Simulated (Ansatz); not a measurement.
Start from `CSC(C)(F)F` and change one atom or group to get `CC(F)F`.

Ansatz, PBE0-D4/def2-TZVP geometries, multiplicity 1. Each molecule was computed in one conformer, which needn't be the lowest.

```tsv
property	`CSC(C)(F)F`
HOMO–LUMO gap (PBE0/def2-TZVPP) / eV	7.46
HOMO–LUMO gap (ωB97M-V/def2-TZVPP) / eV	11.56
size of the dipole moment (ωB97M-V/def2-TZVPP) / D	2.84
zero-point energy (PBE0-D4/def2-TZVP) / kJ/mol	233.0
size of the dipole moment (PBE/def2-TZVPP) / D	2.70
HOMO energy (PBE0/def2-TZVPP) / eV	-6.99
```

Q: What does the change do to each property? (An estimate is asked.)

A: The calculation gave: 
```json
{"property": "HOMO–LUMO gap (PBE0/def2-TZVPP) / eV", "`CC(F)F`": "11.15", "shift": "3.69"}
{"property": "HOMO–LUMO gap (ωB97M-V/def2-TZVPP) / eV", "`CC(F)F`": "15.00", "shift": "3.44"}
{"property": "size of the dipole moment (ωB97M-V/def2-TZVPP) / D", "`CC(F)F`": "2.19", "shift": "-0.65"}
{"property": "zero-point energy (PBE0-D4/def2-TZVP) / kJ/mol", "`CC(F)F`": "159.2", "shift": "-73.8"}
{"property": "size of the dipole moment (PBE/def2-TZVPP) / D", "`CC(F)F`": "2.05", "shift": "-0.65"}
{"property": "HOMO energy (PBE0/def2-TZVPP) / eV", "`CC(F)F`": "-9.65", "shift": "-2.66"}
```

With PBE0 the HOMO falls by 2.66 eV and the LUMO rises by 1.02 eV, so the gap widens by about 3.68 eV. PBE moves the HOMO by -2.17 eV and ωB97M-V by -2.84 eV. The zero-point energy changes by -73.8 kJ/mol with -12 modes. Dipoles are sizes alone; their direction can turn.

Positive LUMOs are unbound, so they and the gaps depend on the basis.
